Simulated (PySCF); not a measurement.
**MgH2: fields on a plane**

Method: PBE0/[Mg def2-TZVP, H def2-TZVP], no relativity, density fitting, PySCF.

The singlet minimum has Mg–H 1.706 Å (×2); H–Mg–H 180.0°.

The plane holds Mg1 at (0.00, 0.00), H2 at (1.71, 0.00), H3 at (-1.71, 0.00) Å. Columns run from x = -3.75 to 4.05 Å, rows from y = 2.25 (top) to -1.95 Å, in steps of 0.3 Å. Other isomers or separated fragments may lie lower.

**Question.** Give the electron localisation function (set to 0 where the density is under 0.005 e/Å³). Lower edges of the bins: '0' 0.000, '1' 0.100, '2' 0.200, '3' 0.300, '4' 0.400, '5' 0.500, '6' 0.600, '7' 0.700, '8' 0.800, '9' 0.900; top 1.00.

**Answer.** 
```
000000000000000000000000000
000000066520000256600000000
000008999851001589998000000
000099999971001799999900000
000999999950000599999990000
008999999920110299999998000
009999999903883099999999000
009999999807667089999999000
009999999807667089999999000
009999999903883099999999000
008999999920110299999998000
000999999950000599999990000
000099999971001799999900000
000008999851001589998000000
000000066520000256600000000
```

**Question.** Give the electron density (e/Å³) (cut at 5 e/Å³). Lower edges of the bins (e/Å³): '_' 0.000, '.' 0.030, ':' 0.076, '-' 0.151, '=' 0.268, '+' 0.455, '*' 0.750, '#' 1.218, '%' 1.960, '@' 3.136; top 5.00, each point printed twice.

**Answer.** 
```
______________________________________________________
______________________________________________________
______________________________________________________
______________........________........________________
__________....::::::............::::::....____________
________..::::------::--====--::------::::..__________
________..--==++====--**@@@@**--====++==--..__________
______..::==**##**====@@@@@@@@====**##**==::..________
______..::==**##**====@@@@@@@@====**##**==::..________
________..--==++====--**@@@@**--====++==--..__________
________..::::------::--====--::------::::..__________
__________....::::::............::::::....____________
______________........________........________________
______________________________________________________
______________________________________________________
```
